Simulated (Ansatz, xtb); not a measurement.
# Ranking isomers of C4H8OS

3 gas-phase structures of C4H8OS, from a drawn sample of its isomers (lower ones may exist). Each was relaxed with GFN2-xTB; where two conformers were screened, the lower at r2SCAN-D4/def2-SVP is listed:

A. `CO[C@@H]1C[C@H]1S`, a singlet
B. `CO[C@@H]1C[C@@H]1S`, a singlet
C. `COC1(S)CC1`, a singlet

Problem. Estimate their order in r2SCAN-D4/def2-SVP energy at these geometries, lowest first.

Solution. Calculated order at r2SCAN-D4/def2-SVP: C (0.000), A (0.144), B (0.169) eV. Less than 1 kcal/mol parts A and B, so the order within that pair means little.

Energies above the lowest of each column, in eV; the last columns are at PBE-D3(BJ)/def2-SVP geometries:

| structure | GFN2-xTB | HF/STO-3G | r2SCAN-D4/def2-SVP | PBE-D3(BJ)/def2-SVP | CCSD(T)/def2-SVP + ΔMP2/def2-TZVPP |
| --- | --- | --- | --- | --- | --- |
| C | 0.000 | 0.000 | 0.000 | 0.000 | 0.000 |
| A | 0.185 | 0.059 | 0.144 | 0.148 | 0.102 |
| B | 0.169 | 0.078 | 0.169 | 0.167 | 0.168 |

Every level run on C puts it lowest or level with the lowest. Flexible structures stand in one conformer each, not always the lowest. ΔMP2 is the change of the MP2 energy from the smaller to the larger basis.

Programs: Ansatz 0.2.0, xtb 6.7.1.
